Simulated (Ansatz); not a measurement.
Species, as SMILES: C(=[CH])=O, doublet.
Atoms: C1, C2, H3, O4. Bonds: C1-C2, C1-H3, C2-O4.

Basis-set convergence of the highest harmonic wavenumber at HF with Ansatz (a quantum-chemistry and plane-wave program). Each level at its own minimum, finite differences of forces, unscaled; the reference is a large set that could be run, not a limit. All functions are spherical. The program fits the integrals of some runs and decomposes those of others, by size. Core-valence sets carry the plain set on hydrogen. Open shells are unrestricted. No added dispersion term, no relativity. Reference: the value in aug-pcseg-2, 3537 cm⁻¹, itself unsure by roughly 16 cm⁻¹ (its mean distance from aug-cc-pVTZ, def2-TZVPPD). Deviations are taken from unrounded values.

| basis | functions | highest harmonic wavenumber (cm⁻¹) | minus reference (cm⁻¹) |
|---|---|---|---|
| cc-pVDZ | 47 | 3528 | -9 |
| pcseg-1 | 47 | 3574 | 36 |
| aug-cc-pVDZ | 78 | 3492 | -45 |
| aug-pcseg-1 | 78 | 3497 | -41 |
| 6-311++G(2d,2p) | 91 | 3510 | -28 |
| def2-TZVP | 99 | 3536 | -1 |
| cc-pVTZ | 104 | 3530 | -7 |
| def2-TZVPP | 107 | 3530 | -7 |
| def2-TZVPD | 123 | 3522 | -15 |
| def2-TZVPPD | 131 | 3521 | -16 |
| jun-cc-pV(T+d)Z | 131 | 3519 | -19 |
| 6-311++G(3df,3pd) | 135 | 3513 | -24 |
| cc-pCVTZ | 143 | 3526 | -11 |
| aug-cc-pVTZ | 161 | 3522 | -16 |
| aug-pcseg-2 | 161 | 3537 | 0 |
